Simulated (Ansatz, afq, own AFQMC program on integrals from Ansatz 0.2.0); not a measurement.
## SiH2Cl, doublet: AFQMC among the cluster methods

```xyz
4

Cl   -1.4203    0.0227    0.0000
H    -0.0213    0.0227    0.0000
Si    1.7177    0.0227    0.0000
H     2.1142   -1.4568    0.0000
```

Connectivity, by distances: Cl ··· SiH, 1 bridging H.

Basis cc-pVTZ. Only valence electrons are correlated. AFQMC by an in-house program on the Cholesky factors that Ansatz 0.2.0 writes for its CCSD(T) run. The CISD trial takes its coefficients from CCSD amplitudes. Released means that phaseless walkers are propagated on without the constraint, phases kept. Uncertainties: one standard error, sampling alone.

Determinant: UHF, the one that the program's search chose, which needn't be the lowest solution. The geometry is a point of a scan.

No full CI on the walks' own integrals is used here; CCSDT(Q) serves as the reference and is uncertain by about the last step of the cluster series.

Cautions: an unrestricted solution with more broken spin lies lower (6 meV, ⟨S²⟩ 0.89); the released energies are still falling, so no released level is given (meV from the phaseless value at times in 1/Eh: -15 ± 5 at 0.24, -13 ± 5 at 0.51, -14 ± 7 at 0.99, -24 ± 7 at 1.62, -39 ± 9 at 2.40), though the last usable value meets CCSDT(Q) within the noise; the ph-AFQMC/CISD walk drifts between its halves (2.1 errors).

- T1 diagnostic: 0.0165
- weight of the determinant in the CISD state: 0.843
- ⟨S²⟩ of the determinant: 0.791
- size of the correlated space: 13 electrons in 86 orbitals

```json
{"level": "MP2", "correlation energy (eV)": "-8.1045"}
{"level": "CCSD", "correlation energy (eV)": "-9.2144"}
{"level": "CCSD(T)", "correlation energy (eV)": "-9.5734"}
```

Estimate where phaseless AFQMC with the Hartree–Fock trial lies against CCSD(T) on the same integrals.

1.8 ± 2.7 kJ/mol above CCSD(T). The gap is under twice the noise, so this walk alone can't tell the two apart.

Reference: CCSDT(Q), correlation energy -9.628 eV.

```csv
level,E − E(reference) (kJ/mol),share of correlation (%)
CCSD(T),5.3,99.43
CCSDT,1.7,99.81
ph-AFQMC/HF,7.1 ± 2.7,99.23
ph-AFQMC/CISD,2.4 ± 0.5,99.74
```

A walk keeps the symmetry of its determinant, which the program's search chose and which needn't be the lowest solution, so a lower state of the same spin and another symmetry isn't excluded.
